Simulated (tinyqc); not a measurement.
Ways to converge the cycle: SCF convergence aids in the sto-6g basis, for H2O, spin multiplicity 1. Computed by the program tinyqc with PySCF. RHF with one setting changed at a time; a run stops when the energy changes by less than 1e-09 hartree and the error matrix is below 1e-5. The start is the Wolfsberg-Helmholz matrix. Damping d keeps d of the old density; a shift (hartree) raises the virtual levels; DIIS n extrapolates F over n matrices.

Geometry (angstrom):

| atom | x | y | z |
|---|---|---|---|
| O | 0.0000 | 0.0000 | 0.0000 |
| H | 0.0000 | 0.8520 | 0.7550 |
| H | 0.0000 | -0.8920 | 0.7910 |

lowest restricted solution found by these runs and by PySCF = -75.630140 hartree

Largest element of the error matrix X^T (FDS - SDF) X:

| iteration | plain | damping 0.3 | damping 0.6 | shift 0.4 | DIIS 3 | DIIS 8 |
|---|---|---|---|---|---|---|
| 1 | 4.9e-01 | 4.9e-01 | 4.9e-01 | 4.9e-01 | 4.9e-01 | 4.9e-01 |
| 2 | 1.3e-01 | 1.5e-01 | 2.8e-01 | 1.7e-01 | 1.3e-01 | 1.3e-01 |
| 3 | 3.2e-02 | 8.0e-02 | 1.6e-01 | 9.6e-02 | 3.7e-02 | 3.7e-02 |
| 4 | 9.9e-03 | 4.2e-02 | 1.1e-01 | 4.7e-02 | 7.3e-03 | 7.3e-03 |
| 5 | 3.7e-03 | 2.2e-02 | 7.9e-02 | 2.3e-02 | 2.3e-03 | 2.2e-03 |
| 6 | 1.6e-03 | 1.2e-02 | 5.8e-02 | 1.2e-02 | 1.0e-03 | 4.5e-05 |
| 8 | 3.9e-04 | 3.4e-03 | 3.1e-02 | 3.6e-03 | 1.9e-05 | 7.5e-07 |
| 10 | 1.0e-04 | 1.1e-03 | 1.6e-02 | 1.6e-03 | - | - |
| 14 | 7.2e-06 | 1.7e-04 | 4.6e-03 | 3.0e-04 | - | - |
| 20 | - | 1.4e-05 | 8.0e-04 | 2.5e-05 | - | - |
| 30 | - | - | 6.5e-05 | - | - | - |

How each run ends:

| run | iterations | E (hartree) | state |
|---|---|---|---|
| plain | 14 | -75.630140 | lowest found |
| damping 0.3 | 22 | -75.630140 | lowest found |
| damping 0.6 | 41 | -75.630140 | lowest found |
| shift 0.4 | 23 | -75.630140 | lowest found |
| DIIS 3 | 9 | -75.630140 | lowest found |
| DIIS 8 | 8 | -75.630140 | lowest found |

What does the comparison show, and why?

6 of 6 runs reach the lowest restricted solution found, in 8 to 41 iterations (fastest: DIIS 8). Plain steps already contract here, so damping only slows them. DIIS 3 and DIIS 8 gain by cancelling the error over several earlier matrices, much as a quasi-Newton step does.
